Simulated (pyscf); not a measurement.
Single points on ωB97X-D3(BJ)/def2-SVP structures (PySCF, gas phase).

Problem. PBE/def2-TZVP puts the barrier of O=Mo(=O)(OH)–Br + H₂O → O=Mo(=O)(OH)–OH + HBr (four-centre exchange; singlet surface; Br–Mo, H–O broken, Mo–O, Br–H formed) at 10.2 kcal/mol and the reaction energy at +7.4 kcal/mol, from the separated reactants. What do B3LYP-D3(BJ)/def2-TZVP, PBE0-D3(BJ)/def2-TZVP, ωB97M-D3(BJ)/def2-TZVP give on the same structures?

Solution. B3LYP-D3(BJ): ΔE‡ = 11.3 kcal/mol, ΔE = +7.8 kcal/mol; PBE0-D3(BJ): ΔE‡ = 10.8 kcal/mol, ΔE = +8.9 kcal/mol; ωB97M-D3(BJ): ΔE‡ = 11.9 kcal/mol, ΔE = +6.8 kcal/mol. PBE's barrier lies under all of them, by 0.7 to 1.8 kcal/mol. Its reaction energy lies among theirs. On the reactant side the descent ends in an adduct with a Mo–O contact (not fully relaxed), 9.6 kcal/mol under the separated species and 22.6 kcal/mol under the saddle at ωB97X-D3(BJ)/def2-TZVP. On the product side the descent ends in a complex, 5.6 kcal/mol under the separated species and 6.8 kcal/mol under the saddle at ωB97X-D3(BJ)/def2-TZVP. What is counted as formed (Mo–O) is already present as a longer contact in the reactant adduct; forming that adduct is a step of its own. This is the saddle that the search found; another between the same sides may lie lower. Elements up to Kr have no core potential and no relativistic terms here. Elements past Kr carry the def2 core potentials, without spin-orbit coupling.
